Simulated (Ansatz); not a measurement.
Process, species as SMILES: [CH2]Cl (CH2-Cl) → C atom + Cl atom + 2 H atom
B3LYP-D3(BJ)/def2-TZVP geometries, fixed; electronic energies without zero-point terms.

Basis-set convergence of the atomisation energy at MP2 with Ansatz (a program for electronic structure). Cartesian d functions, on some or all atoms, in 6-31G*, 6-31G**, 6-31+G*, 6-311G**, 6-311+G**; all else is spherical. Cores are frozen. Open shells are unrestricted. No added dispersion term, no relativity. Functions are those of the species that has most. Reference: Hartree-Fock in aug-cc-pV(Q+d)Z plus the correlation part extrapolated as X^-3 from aug-cc-pV(T+d)Z and aug-cc-pV(Q+d)Z, 291.76 kcal/mol, itself unsure by roughly 1.03 kcal/mol (a third of the extrapolation step and of the last Hartree-Fock step). Deviations are taken from unrounded values.

| basis | functions | atomisation energy (kcal/mol) | minus reference (kcal/mol) |
|---|---|---|---|
| STO-3G | 16 | 275.38 | -16.39 |
| 3-21G | 26 | 227.50 | -64.26 |
| 6-31G | 26 | 229.98 | -61.79 |
| 6-31G* | 38 | 261.05 | -30.71 |
| 6-31G** | 44 | 270.97 | -20.79 |
| 6-31+G* | 46 | 260.43 | -31.34 |
| 6-311G** | 57 | 270.73 | -21.03 |
| 6-311+G** | 65 | 271.38 | -20.39 |
| 6-311++G(2d,2p) | 82 | 275.67 | -16.10 |
| 6-311++G(3df,3pd) | 122 | 285.51 | -6.26 |

Of the sets listed that have larger relatives (same family, alike in diffuse functions), none stays within 4 kcal/mol of the reference together with them.
